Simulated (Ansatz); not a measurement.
Mulliken charges of C3H5FO, SMILES `CO/C=C/F` from r2SCAN/def2-TZVPP in Ansatz (PBE0-D4/def2-TZVP geometry).

```csv
atom,x (Å),y (Å),z (Å),charge (e)
C1,-0.885,-1.089,0.232,0.000
O2,-0.800,0.175,0.844,-0.275
C3,0.173,0.987,0.392,0.070
C4,1.054,0.723,-0.566,0.047
F5,1.966,1.655,-0.897,-0.211
H6,-1.712,-1.613,0.708,0.071
H7,-1.083,-0.992,-0.842,0.061
H8,0.041,-1.658,0.376,0.061
H9,0.186,1.943,0.902,0.092
H10,1.143,-0.185,-1.145,0.083
```

Q: By hand: the dipole of these point charges (1 e Å = 4.8032 D).

A: Σ q r = (-0.206, -0.407, -0.032) e Å, of length 0.457 e Å = 2.20 D.

Q: How does the dipole of the full density compare? (An estimate is asked.)

A: The calculation gave: (-0.195, -0.374, -0.024) e Å, 2.03 D; the point charges give 1.08 times that, at 1° from its direction.

Point charges leave out the atoms' own dipoles, such as those of lone pairs, and Mulliken's split depends on the basis, so the close match here is no proof of good charges.
